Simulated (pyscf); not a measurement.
A first-order saddle from PySCF, ωB97X-D3(BJ)/def2-SVP:

```
Si
F 1 1.6127
O 1 1.6391 2 99.77
H 3 0.9630 1 114.83 2 171.43
O 1 1.6392 2 99.83 3 -130.57
H 5 0.9630 1 114.83 2 -171.58
F 1 1.8650 2 156.13 3 114.58
H 7 1.3074 1 77.74 2 0.25
F 8 1.0401 7 131.51 1 -0.02
```

Surface: singlet, charge 0. Lowest wavenumbers (cm⁻¹): 363i, 108, 201, 322, 357.

**Question.** What reaction is this the transition state of?

**Answer.** HO–Si(OH)(F)–F (SMILES O[Si](O)(F)F) + HF (SMILES F) ⇌ HO–Si(OH)(F)–F (SMILES O[Si](O)(F)F) + HF (SMILES F), a four-centre exchange read from left to right: F–Si, F–H broken and F–Si, F–H formed. At ωB97M-D3(BJ)/def2-TZVP it lies +24.6 kcal/mol from the left side and +24.6 kcal/mol from the right (each side as separated species at their lowest minima found). On the reactant side the descent ends in a complex, 5.4 kcal/mol under the separated species and 30.7 kcal/mol under the saddle at ωB97X-D3(BJ)/def2-TZVP. On the product side the descent ends in a complex (not fully relaxed), 5.5 kcal/mol under the separated species and 30.8 kcal/mol under the saddle at ωB97X-D3(BJ)/def2-TZVP. The same reactants have a lower exit, to HO–Si(F)(F)–F + H₂O (barrier +13.0 kcal/mol at ωB97M-D3(BJ), against +24.6 kcal/mol here). This is the saddle that the search found; another between the same sides may lie lower.
